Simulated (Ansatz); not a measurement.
**Silver, fcc under revPBE: ground state and equation of state**

Aim: take silver in the fcc structure, relax it, solve it on a dense k-mesh, switch on spin-orbit coupling, then scale the cell to 7 volumes from 88 to 112 % of the relaxed one and try a fit of the equation of state. The k-meshes are 13×13×13 for the relaxation; 21×21×21 for the dense run; 13×13×13 for spin-orbit coupling; 21×21×21 for the volumes. It starts from a deposited cell (COD).

Program: Ansatz 0.2.0. Level of theory: DFT revPBE, plane waves (420 eV) with PAW, scalar-relativistic; PAW files made under PBE, frozen cores solved again for the functional. These are calculated values, not measurements.

## 1. The structure to begin with

It takes space group Fm-3m (No. 225, cubic). Conventional cell: a = 4.086 Å, b = 4.086 Å, c = 4.086 Å, α = 90.00°, β = 90.00°, γ = 90.00°. Ag (site symmetry m-3m) has 12 Ag at 2.89 Å as nearest neighbours.

As a file:

```xyz
1
Lattice="0.0000 2.0431 2.0431 2.0431 0.0000 2.0431 2.0431 2.0431 0.0000" Properties=species:S:1:pos:R:3 pbc="T T T"
Ag    0.0000    0.0000    0.0000
```

## 2. Relaxing cell and atoms

File input.yaml:

```yaml
crystal:
  lattice:
    - [0.0, 2.0431, 2.0431]
    - [2.0431, 0.0, 2.0431]
    - [2.0431, 2.0431, 0.0]
  atoms:
    - { symbol: Ag, position: [0.0, 0.0, 0.0] }
hamiltonian:
  xc: revpbe
  pseudopotentials:
    kind: paw
    azcp:
      Ag: "pseudopotentials/Ag.paw.azcp"
basis:
  ecutwfc: 420
  fft_grid_basis: typed
kpoints:
  mp_grid: { grid: [13, 13, 13], shift: [0, 0, 0] }
magnetization:
  spin_polarized: false
scf:
  occupations: { method: fermi_dirac, width: 0.1 }
relax:
  max_steps: 60
  f_tol: 0.01
  cell: {}
```

Further steps of the session: Dense single point; Spin-orbit coupling switched on; Volume × 0.88; Volume × 0.92; Volume × 0.96; Volume × 1.0; Volume × 1.04; Volume × 1.08; Volume × 1.12.

Before running it: what results should come out? Wanted: space group; conventional cell; volume; shortest distance; gap on the mesh; V₀, B₀, B₀′.

**Answer**, as computed:

| quantity | value |
| --- | --- |
| space group (spins left aside) | Fm-3m (No. 225) |
| conventional cell | a = 4.193 Å |
| volume | 18.432 Å³/atom |
| shortest distance | 2.965 Å |
| against the deposited volume | +8.1 % (17.057 Å³/atom) |
| gap on the mesh | none (levels filled in part) |
| V₀, B₀, B₀′ | 18.442 Å³/atom, 78 GPa, 5.9 |

What this shows: The volume comes out 8.1 % larger than measured. This functional tends to bind solids too weakly. Levels at the Fermi energy are filled in part, as in a metal. Totals with and without spin-orbit coupling (-2.3 eV/atom apart) can't be read as binding, since the two-component data shift the zero of energy. The fitted modulus is 78 GPa.
